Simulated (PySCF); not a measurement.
C₄H₇F.
Numbering: `[CH3:1]/[CH:2]=[C:3](/[CH3:4])[F:5]` (hydrogens: H6, H7, H8 on C1; H9 on C2; H10, H11, H12 on C4)

Method used: core-valence-separated Tamm–Dancoff BHandHLYP/aug-pcX-1 (pcseg-1 on H) in PySCF, non-relativistic, gas phase, PBE0-D3(BJ)/def2-SVP geometry.

Computed carbon K-edge spectrum, Gaussian lines of 0.6 eV full width, highest printed point 100; it ends one width below the last computed root. The energies are unshifted.

(photon energy (eV), absorption): (282.5, 1), (282.6, 2), (282.7, 6), (282.8, 13), (282.9, 25), (283.0, 40), (283.1, 55), (283.2, 66), (283.3, 67), (283.4, 59), (283.5, 44), (283.6, 29), (283.7, 16), (283.8, 7), (283.9, 3), (284.0, 1), (284.1, 0), (284.2, 1), (284.3, 2), (284.4, 5), (284.5, 12), (284.6, 24), (284.7, 41), (284.8, 61), (284.9, 77), (285.0, 85), (285.1, 82), (285.2, 72), (285.3, 59), (285.4, 51), (285.5, 47), (285.6, 47), (285.7, 48), (285.8, 50), (285.9, 55), (286.0, 62), (286.1, 73), (286.2, 85), (286.3, 96), (286.4, 100), (286.5, 95), (286.6, 84), (286.7, 70), (286.8, 59), (286.9, 53), (287.0, 51), (287.1, 49)

Task: Where are the maxima, and which lines make them up?

Result: 3 maxima:
- 283.3 eV: C2 (alkene CH carbon), 283.26 eV, f = 0.058, 1s→π*, 100 % of the height at the exact maximum
- 285.0 eV: C3 (vinylic C–F carbon), 285.00 eV, f = 0.071, 1s→π*, 97 % of the height at the exact maximum
- 286.4 eV: C1 (allylic carbon), 286.44 eV, f = 0.043, sum of 2, 49 % of the height at the exact maximum; C4 (allylic carbon), 286.41 eV, f = 0.030, 36 % of the height at the exact maximum

Further lines of some strength in the range: C1, 285.53 eV, f = 0.007; C2, 285.61 eV, f = 0.016; C4, 285.69 eV, f = 0.008; C4, 286.03 eV, f = 0.014; C1, 286.05 eV, f = 0.011.

Roots within 0.03 eV on the same or equivalent atoms count as one line; shares under 12 % aren't listed.

Vibrational structure and lifetime widths aren't in the curve. The ionisation threshold wasn't computed; near and above it a finite basis only mimics Rydberg series and continuum.
